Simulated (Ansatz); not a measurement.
A calculation with Ansatz (development build ahead of 0.2.0).

```yaml
crystal:
  periodic: [false, false, false]
  atoms:
    - { symbol: B, position_ang: [-0.10055, 0.34873, 0.15626] }
    - { symbol: H, position_ang: [1.15352, -4.04722, -1.35713] }
    - { symbol: H, position_ang: [0.68603, 0.85644, -0.6943] }
    - { symbol: H, position_ang: [0.24165, -0.70704, 0.66674] }
    - { symbol: H, position_ang: [-1.24794, 0.34871, -0.09368] }
basis:
  gaussian: { orbitals: def2-SVP }
magnetization:
  spin_polarized: true
  initial_magnetization: 1
hamiltonian:
  xc: pbe0
output:
  forces: true
```

The input is written out in the form of the current development build from the run's settings.

The run gave:

```
Converged                       : yes
Total energy                    : -27.01862 hartree
Spin squared of the determinant : 0.750
Stability test                  : minimum
```

Forces (eV/Å):
```
atom      Fx      Fy      Fz
  B1   1.296  -1.808  -2.478
  H2  -0.001   0.002   0.001
  H3  -0.561   0.213   1.388
  H4   0.282   0.724   0.694
  H5  -1.017   0.870   0.395
```

Caution: charge can spread falsely over distant fragments.
